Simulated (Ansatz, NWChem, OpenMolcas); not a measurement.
BCl2 (SMILES Cl[B]Cl): the energy, rung by rung

BCl2 has 3 atoms, charge 0, and is taken as a doublet. SMILES: `Cl[B]Cl`. The coordinates come from a PBE0-D4/def2-TZVP relaxation.

```xyz
3

Cl    0.3715   -1.5256    0.0300
B    -0.4639   -0.0503   -0.2569
Cl    0.0815    1.5111    0.2137
```

Quantity: the energy change with the B2–Cl3 bond stretched from 1.720 to 2.579 Å, in eV. The values are calculated.

```
                  level                   kind     program  value (eV)  CPU time (all runs)
       USVWN5/def2-TZVP                    LDA      Ansatz        2.51                 11 s
         UPBE/def2-TZVP                    GGA      NWChem        2.27              2.6 min
       UM06-L/def2-TZVP               meta-GGA      NWChem        2.42              3.6 min
        UTPSS/def2-TZVP               meta-GGA      NWChem        2.22              2.9 min
      UB2PLYP/def2-TZVP          double hybrid      Ansatz        2.42                 31 s
      RPA@PBE/def2-TZVP                    RPA      Ansatz        2.19                 36 s
CASSCF(17,12)/def2-TZVP         multireference  OpenMolcas        2.50              3.2 min
        UCCSD/def2-TZVP  coupled cluster or CI      Ansatz        2.46                 63 s
```

The first shape isn't each level's own minimum. The values span 2.19 to 2.51 eV. Spin contamination of the reference (⟨S²⟩ at least 0.1 too high) touches UCCSD/def2-TZVP. CPU times are rough (shared hosts, several kinds of processor): they show what a rung costs within a factor of a few.
